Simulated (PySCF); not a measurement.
# Converging SiB⁺ in the basis (PBE)

PySCF, UKS reference; triplet, unpaired electrons σ ↑, π ↑; De to Si⁺ + B without counterpoise correction.

| basis | relativity | functions | Re (Å) | ωe (cm⁻¹) | De (eV) | μ (D) |
| --- | --- | --- | --- | --- | --- | --- |
| STO-3G | no relativity | 14 | 2.057 | 688 | 4.34 | 0.73 |
| 6-31G(d,p) | no relativity | 32 | 2.143 | 513 | 3.04 | 0.63 |
| def2-TZVPPD | no relativity | 85 | 2.127 | 522 | 2.98 | 0.44 |

(1) How does each smaller set differ from the one with most functions, def2-TZVPPD?

A positive dipole points towards B; it is taken about the centre of mass and depends on that origin. For an ion De counts to the pair picked by the measured ionisation energies or electron affinities, which need not be the lowest pair at this level. STO-3G is very small, so such numbers show the basis as much as the molecule. The state is the lowest determinant that a PBE0 search found; another state may lie lower at other levels.

## Answers

(1) STO-3G: -7.0 pm, +31.8 % in ωe, +1.36 eV in De; 6-31G(d,p): +1.6 pm, -1.7 % in ωe, +0.06 eV in De. All at PBE; the set with most functions is neither the basis-set limit nor always the best.
